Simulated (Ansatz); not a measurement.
## AlBH4Si, SMILES [BH]1[AlH][SiH2]1: harmonic frequencies at the relaxed geometry, step by step

With Ansatz 0.2.0 through its Python package.

Typed at the interpreter:
```pycon
>>> import ansatz as az
>>> from ase import Atoms
>>> from ase.thermochemistry import IdealGasThermo
>>> import numpy as np
>>> BASIS = "cc-pVDZ"
>>> XC = "b3lyp"
>>> system = (
...     az.Crystal.molecule()
...     .atom("B", [-1.0987, -0.5926, -0.236])
...     .atom("Al", [0.9448, -0.5109, -0.8689])
...     .atom("Si", [0.0405, 0.6684, 0.71])
...     .atom("H", [-2.1596, -0.9759, -0.3979])
...     .atom("H", [2.1741, -0.9845, -1.7985])
...     .atom("H", [-0.1969, 2.1002, 0.4392])
...     .atom("H", [0.3571, 0.2273, 2.1065])
... )
>>> calculation = system.calculation().basis(gaussian=BASIS).functional(XC)
>>> symbols = [site.symbol for site in system.cartesian_sites]
>>> start = np.array([site.position_ang for site in system.cartesian_sites], dtype=float)
>>> report = calculation.relax(force_tolerance=0.003).run(threads=1, backend="cpu").report

>>> end = np.array(report["positions_ang"])
>>> print("bond        before    after (A)")
bond        before    after (A)
>>> for i, j in [(0, 1), (0, 2), (0, 3), (1, 2), (1, 4), (2, 5), (2, 6)]:
...     d0, d1 = (np.linalg.norm(xyz[i] - xyz[j]) for xyz in (start, end))
...     print(f"{symbols[i]}{i}-{symbols[j]}{j}".ljust(10), f"{d0:8.4f} {d1:8.4f}")
...
B0-Al1       2.1408   2.0113
B0-Si2       1.9449   1.8702
B0-H3        1.1396   1.1931
Al1-Si2      2.1683   2.5017
Al1-H4       1.6123   1.5860
Si2-H5       1.4764   1.4988
Si2-H6       1.4983   1.5624
>>> for i, j, k in [(1, 0, 2), (1, 0, 3), (2, 0, 3), (0, 1, 2), (0, 1, 4), (2, 1, 4), (0, 2, 1), (0, 2, 5)]:
...     u, v = end[i] - end[j], end[k] - end[j]
...     print(f"angle {symbols[i]}{i}-{symbols[j]}{j}-{symbols[k]}{k}: {np.degrees(np.arccos(np.clip(u @ v / np.linalg.norm(u) / np.linalg.norm(v), -1, 1))):.2f} deg")
...
angle Al1-B0-Si2: 80.17 deg
angle Al1-B0-H3: 142.53 deg
angle Si2-B0-H3: 137.30 deg
angle B0-Al1-Si2: 47.44 deg
angle B0-Al1-H4: 176.50 deg
angle Si2-Al1-H4: 136.06 deg
angle B0-Si2-Al1: 52.39 deg
angle B0-Si2-H5: 151.01 deg
>>> minimum = az.Crystal.molecule()
>>> for symbol, xyz in zip(symbols, end):
...     minimum = minimum.atom(symbol, xyz.tolist())
...
>>> vibrating = minimum.calculation().basis(gaussian=BASIS).functional(XC).phonons(temperatures=(298.15, 498.15, 100))
>>> vib = vibrating.run(threads=1, backend="cpu").report["vibrations"]
>>> sums = vib["harmonic_sums"]
>>> modes = [m["omega_inv_cm"] for m in sums["modes_at_gamma"] if m["rigid_motion"] == "no"]
>>> print("frequencies (1/cm):", " ".join(f"{w:.0f}" for w in modes))
frequencies (1/cm): 249 285 301 420 437 573 646 710 746 833 1140 1881 1903 2166 2713
>>> print("imaginary modes:", sum(w < 0 for w in modes), " zero-point energy:", round(sums["zero_point_energy_ev"], 4), "eV")
imaginary modes: 0  zero-point energy: 0.9301 eV
>>> gas = IdealGasThermo(vib_energies=[w / 8065.544 for w in modes if w > 0], geometry="linear" if len(modes) == 3 * len(symbols) - 5 else "nonlinear",
...                      atoms=Atoms(symbols, positions=end), symmetrynumber=1, spin=0.0)
>>> print(f"H(298 K) - E = {gas.get_enthalpy(298.15, verbose=False):.4f} eV")
H(298 K) - E = 1.1014 eV
>>> print(f"S(298 K, 1 bar) = {96485.33 * gas.get_entropy(298.15, 1e5, verbose=False):.1f} J/(mol K) with symmetry number 1")
S(298 K, 1 bar) = 297.5 J/(mol K) with symmetry number 1
>>> heavier = vibrating.phonons(masses={"H": 2.014102}).run(threads=1, backend="cpu").report["vibrations"]["harmonic_sums"]
>>> print("deuterated (1/cm):", " ".join(f"{m['omega_inv_cm']:.0f}" for m in heavier["modes_at_gamma"] if m["rigid_motion"] == "no"))
deuterated (1/cm): 197 216 247 316 341 459 496 555 645 798 820 1347 1374 1561 2016
>>> print("zero-point energy falls by", round(sums["zero_point_energy_ev"] - heavier["zero_point_energy_ev"], 4), "eV")
zero-point energy falls by 0.2241 eV
```

What to keep in mind:
- The frequencies are harmonic and unscaled, in a modest basis. The result belongs to the one conformer reached from this start, and soft torsions count as harmonic oscillators.
- b3lyp holds the VWN-RPA fit, as in Gaussian; the form of ORCA and Turbomole is b3lyp5.
- The entropy takes a symmetry number of 1; a symmetric molecule's is lower by R ln(sigma).
- Run time: 120 s on 1 thread of AMD EPYC 9R45 96-Core Processor (Zen 5), on a shared host, peak memory 0.27 GiB.

(Lines on the test bed's own set-up are left out of the output.)
